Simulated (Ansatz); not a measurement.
## How methods differ on AlNH2F (SMILES [NH2][Al][F])

AlNH2F: 5 atoms, total charge 0, spin state doublet. As SMILES, `[NH2][Al][F]`. The coordinates come from a PBE0-D4/def2-TZVP relaxation. This is one conformer, not always the lowest.

```xyz
5

N    -0.3847    0.4990   -0.2638
Al    0.6320   -0.2828    0.9495
F     1.2287   -1.7868    0.5900
H    -0.8043    1.4083   -0.1627
H    -0.6217    0.0886   -1.1544
```

Quantity: the energy change with the N1–H5 bond stretched from 1.009 to 1.513 Å, in eV. The values are calculated.

```json
{"level": "UHF/STO-3G", "kind": "Hartree–Fock", "program": "Ansatz", "value (eV)": "3.05", "less FCI/STO-3G": "+0.82", "CPU time (all runs)": "0.3 s"}
{"level": "USVWN5/STO-3G", "kind": "LDA", "program": "Ansatz", "value (eV)": "2.25", "less FCI/STO-3G": "+0.02", "CPU time (all runs)": "2.5 s"}
{"level": "U-revPBE/STO-3G", "kind": "GGA", "program": "Ansatz", "value (eV)": "2.05", "less FCI/STO-3G": "-0.18", "CPU time (all runs)": "4 s"}
{"level": "U-r2SCAN/STO-3G", "kind": "meta-GGA", "program": "Ansatz", "value (eV)": "2.33", "less FCI/STO-3G": "+0.10", "CPU time (all runs)": "11 s"}
{"level": "UB3LYP/STO-3G", "kind": "global hybrid", "program": "Ansatz", "value (eV)": "2.31", "less FCI/STO-3G": "+0.08", "CPU time (all runs)": "4.5 s"}
{"level": "UPBE0/STO-3G", "kind": "global hybrid", "program": "Ansatz", "value (eV)": "2.50", "less FCI/STO-3G": "+0.27", "CPU time (all runs)": "4.4 s"}
{"level": "UCAM-B3LYP/STO-3G", "kind": "range-separated hybrid", "program": "Ansatz", "value (eV)": "2.51", "less FCI/STO-3G": "+0.28", "CPU time (all runs)": "5.4 s"}
{"level": "UCCSD(T)/STO-3G", "kind": "coupled cluster or CI", "program": "Ansatz", "value (eV)": "2.24", "less FCI/STO-3G": "+0.01", "CPU time (all runs)": "0.65 s"}
{"level": "FCI/STO-3G", "kind": "exact in the basis", "program": "Ansatz", "value (eV)": "2.23", "less FCI/STO-3G": "0.00", "CPU time (all runs)": "2.5 min"}
```

FCI/STO-3G is exact within its basis and frozen core, so for wave-function methods in that basis the difference is their error; functionals converge differently with the basis, so for them it is only a difference. The first shape isn't each level's own minimum. The values span 2.05 to 3.05 eV. Spin contamination of the reference (⟨S²⟩ at least 0.1 too high) touches UHF/STO-3G, UCCSD(T)/STO-3G. All rows use very small basis sets, so even the best lies far from the true value. Times are those of the runs behind each value, whatever else they computed, on shared processors of several kinds: orders of magnitude only.
